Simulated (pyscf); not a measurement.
Thermochemistry of product channels of HO–Ga [singlet] + ammonia (NH₃) on the singlet surface, in kJ/mol, from ωB97M-D3(BJ)/def2-TZVP energies (ideal gas, 1 atm, RRHO with modes under 100 cm⁻¹ raised to 100, one conformer, R ln 2 for rigid chiral ones). PySCF, gas phase, ωB97X-D3(BJ)/def2-SVP geometries.

```json
[
 {"products": "HN=Ga–OH + hydrogen (H₂)", "ΔE": "[?]", "ΔH(298 K)": "+229.1", "ΔG(298 K)": "+234.6", "ΔG(600 K)": "[?]"},
 {"products": "H₂N–GaH–OH", "ΔE": "-34.8", "ΔH(298 K)": "-39.2", "ΔG(298 K)": "+2.0", "ΔG(600 K)": "+42.4"}
]
```

### Question
What belongs in the gaps?

### Answer

- HN=Ga–OH + hydrogen (H₂), ΔE: +252.9
- HN=Ga–OH + hydrogen (H₂), ΔG(600 K): +237.9

These are energies of the channels, which say nothing of barriers. Elements up to Kr have no core potential and no relativistic terms here.
